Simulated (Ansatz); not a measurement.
We consider cubic perovskite KTaO3, described by LDA (PAW; Ansatz, a quantum-chemistry and plane-wave program).

Run with plane-wave cutoff 520 eV, 6×6×6 k mesh, perturbation theory, scalar-relativistic PAW data made under PBE.

The cell has the measured lattice parameters. Conventional cell: a = 3.9885 Å, b = 3.9885 Å, c = 3.9885 Å, α = 90.00°, β = 90.00°, γ = 90.00°.

```xyz
5
Lattice="3.9885 0.0000 0.0000 0.0000 3.9885 0.0000 0.0000 0.0000 3.9885" Properties=species:S:1:pos:R:3 pbc="T T T"
K      0.0000     0.0000     0.0000
Ta     1.9942     1.9942     1.9942
O      1.9942     0.0000     1.9942
O      0.0000     1.9942     1.9942
O      1.9942     1.9942     0.0000
```

Harmonic phonon frequencies (cm⁻¹; i marks an imaginary mode; at Γ without the LO shift):

| q point | frequencies |
|---|---|
| Γ | 50i 50i 50i 0 0 0 170 170 170 253 253 253 515 515 515 |
| X | 41 41 154 154 167 167 182 202 278 326 326 415 486 486 823 |
| M | 45 145 145 154 158 229 229 326 326 348 348 436 441 558 870 |

Imaginary modes appear, so the structure is dynamically unstable at this level.

Note: the run warned that the k mesh is coarse for the response to a field; the run finds an imaginary mode (50i cm⁻¹), so the cell is a saddle point at this level; the cell isn't this level's own, so it is under some stress, which shifts stiffness and frequencies.
